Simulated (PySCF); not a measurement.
Compound: C5H8O (charge +1 and doublet state).
Geometry (GFN2-xTB, Å), atoms numbered from 1 in this order:
```xyz
14
C5H8O angstrom
C      1.944   -0.223   -0.168
O      0.860    0.632   -0.418
C     -0.399    0.295   -0.084
C     -0.702   -1.004    0.569
C     -1.313    1.542    0.168
C     -1.473    1.004   -0.980
H      2.053   -0.434    0.903
H      1.829   -1.182   -0.687
H      2.830    0.294   -0.537
H     -0.168   -1.101    1.518
H     -1.768   -1.099    0.759
H     -0.384   -1.843   -0.056
H     -1.454    2.244    0.956
H     -1.856    0.874   -1.965
```

The hyperfine couplings belong to this conformer and change with its torsions.

The species is `COC1(C)[CH][CH+]1` [radical] (charge +1).

Computed with PySCF, UKS B3LYP, pcH-1 on C H O, non-relativistic, mean-field spin-orbit, GIAO. Geometry: GFN2-xTB, one conformer, isolated ion. The geometry wasn't refined by DFT: couplings that depend on bond lengths, twists or pyramidal angles can differ widely from those at the functional's own minimum, by a factor of two or more for some ions and for spin on atoms past the first row. No stability test was run, so a lower SCF solution isn't excluded.

Task: The isotropic 13C couplings, averaged over equivalent nuclei, are +36.9, -15.1, -11.9, -4.4 MHz. Assign them to C1; C3; C4; C5/C6.

Result: 
```csv
site,a_iso (MHz),ρ(0) (bohr⁻³),position,distance from O2 (Å),spin population,largest |T| (MHz)
C1,-15.1,-0.0134,1 bond from O2,1.40,-0.02,3.7
C3,-4.4,-0.0039,a main spin site,1.35,+0.22,52.6
C4,-11.9,-0.0106,1 bond from C3,2.47,-0.02,3.2
C5/C6,+36.9,+0.0329,1 bond from C3,2.43,+0.15,34.2
```

Task: The isotropic 1H couplings, averaged over equivalent nuclei, are +82.6, +53.5, +41.6 MHz. Assign them to H7/H8/H9; H10/H11/H12; H13/H14.

Result: 
```csv
site,a_iso (MHz),ρ(0) (bohr⁻³),position,distance from O2 (Å),bound to,spin population there,largest |T| (MHz)
H7/H8/H9,+53.5,+0.0120,2 bonds from O2,2.05,C1,-0.02,6.8
H10/H11/H12,+41.6,+0.0093,2 bonds from C3,2.98,C4,-0.02,5.6
H13/H14,+82.6,+0.0185,"2 bonds from C3, on C5 of spin population +0.15",3.14,C5/C6,+0.15,11.9
```

ρ(0) is the spin density at the nucleus and T the dipolar tensor; entries for several nuclei are means. The Mulliken spin populations are largest on O2 (+0.36), C3 (+0.22), C6 (+0.15) and C5 (+0.15). Main spin sites, with 60 % or more of the largest population: O2, C3; positions count bonds from the nearest.

Means are taken over nuclei equivalent by connectivity, which assumes that they swap fast. The three 1H nuclei of mean +53.5 MHz run from -1.2 to 80.9 MHz in the frozen geometry. The three 1H nuclei of mean +41.6 MHz run from -1.2 to 63.1 MHz in the frozen geometry.

C5, the radical centre as drawn in `COC1(C)[CH][CH+]1`, holds a spin population of +0.15 out of 1.

Time: 97 s wall (grids of density and orbitals included); peak memory 0.84 GiB. Hardware: one thread, Intel Xeon at 2.50 GHz (x86_64) (shared host).
